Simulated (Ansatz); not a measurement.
# CHAlO: the cost of one run

Computed with Ansatz 0.2.0, Gaussian basis. Level: def2-QZVPP, core rule «outside noble gas», up to 7 orbitals frozen.

To be run: UHF; ROHF; CCSD(T) on UHF.

2 further runs of the same task are left out: 2 set aside as unsound or not needed.

**1. What is computed**

The geometry is a PBE0/def2-TZVP stationary point (not a proven minimum).

4 atoms, charge 0, spin multiplicity 3.

Atoms are counted from 1 here; the program's logs count them from 0.

Bond lengths: C1–Al2 1.857 Å, C1–H4 1.080 Å, Al2–O3 1.597 Å. Angles: Al2–C1–H4 180.0°, C1–Al2–O3 180.0°.

**2. UHF**

The input, in.yaml:

```yaml
crystal:
  periodic: [false, false, false]
  atoms:
    - {symbol: C, position_ang: [0.000000, 0.000000, 1.057693]}
    - {symbol: Al, position_ang: [0.000000, 0.000000, -0.799174]}
    - {symbol: O, position_ang: [0.000000, 0.000000, -2.396024]}
    - {symbol: H, position_ang: [0.000000, 0.000000, 2.137505]}
basis:
  gaussian: {orbitals: "def2-QZVPP.json"}
magnetization: {spin_polarized: true, initial_magnetization: 2}
hamiltonian: {xc: hf}
output: {orbitals: {seedname: orbitals}}
```

Command:

```bash
ansatz run in.yaml --threads 1 --pin off --events-out ev --progress --plain --max-ram 2393MiB
```

**Question.** How long does this run take on 1 thread of Arm Neoverse V2, shared host, and how much memory does it need?

About 14 s, with a peak of 0.48 GiB.
